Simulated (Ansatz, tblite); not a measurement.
Cost and result up the ladder for SiH2Me(SiH3) (CH₈Si₂) (11 atoms). The state is a singlet with charge 0. Geometry: r2SCAN-D4/def2-SVP.

Cartesian coordinates in Å:
```
Si 0.5302 -0.6093 0.3272
H 2.0078 -0.4557 0.5218
H 0.0927 -1.7965 1.1295
C 0.1348 -0.8739 -1.4981
H 0.6480 -1.7688 -1.8846
H 0.4570 -0.0112 -2.1020
H -0.9470 -1.0113 -1.6512
Si -0.5463 1.3067 1.1559
H -0.0792 2.5245 0.4211
H -0.2709 1.5016 2.6134
H -2.0272 1.1937 0.9671
```

Ansatz on 4 threads of Intel Xeon on a shared host; xTB runs through tblite on one thread. Times are rough, summed over both states, and most runs start from the orbitals of an earlier one. PBE0-D4/def2-TZVP serves as the yardstick here, not as an exact answer. The other state is a triplet.

The xTB rows come from tblite.

xTB has no spin-polarisation term.

```json
{"level": "GFN2-xTB", "functions": "30", "wall time": "0.016 s"}
{"level": "GFN1-xTB", "functions": "38", "wall time": "0.026 s"}
{"level": "PBE-D4/def2-TZVP (with forces)", "functions": "153", "wall time": "5.9 s"}
{"level": "r2SCAN-D4/def2-TZVP", "functions": "153", "wall time": "9.6 s"}
{"level": "PBE0-D4/def2-TZVP", "functions": "153", "wall time": "13 s"}
```

Task: Estimate what each level gives for the vertical triplet (eV).

Result: 
| level | vertical triplet (eV) | difference from PBE0-D4/def2-TZVP (eV) |
| --- | --- | --- |
| GFN2-xTB | 4.41 | -1.61 |
| GFN1-xTB | 4.48 | -1.55 |
| PBE-D4/def2-TZVP (with forces) | 5.80 | -0.22 |
| r2SCAN-D4/def2-TZVP | 5.90 | -0.12 |
| PBE0-D4/def2-TZVP | 6.02 | 0.00 |
